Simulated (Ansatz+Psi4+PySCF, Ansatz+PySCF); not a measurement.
Two shapes of triplet CH2.

Shape 1:

```xyz
3

C     0.0000    0.0000    0.1104
H     0.0000    0.9826   -0.3311
H     0.0000   -0.9826   -0.3311
```

Shape 2:

```xyz
3

C     0.0000    0.0000    0.1049
H     0.0000    0.9644   -0.3284
H     0.0000   -0.9644   -0.3284
```

Basis set: cc-pVTZ (spherical functions). Left uncorrelated: 1 orbital. Correlation on ROHF uses semicanonical orbitals with singles. Charge 0, multiplicity 3.

Computed with Ansatz (development build ahead of 0.2.0) and Psi4 1.11; each method stands on the lowest determinant of its kind that the runs found.

Question: Which shape is lower in energy, and by how much in each method?

Answer:

```
      method  E(2) − E(1) (eV)
        ROHF             0.004
         UHF             0.004
    ROHF-MP2             0.010
     UHF-MP2             0.010
ROHF-CCSD(T)             0.018
```

Shape 1 is lower.
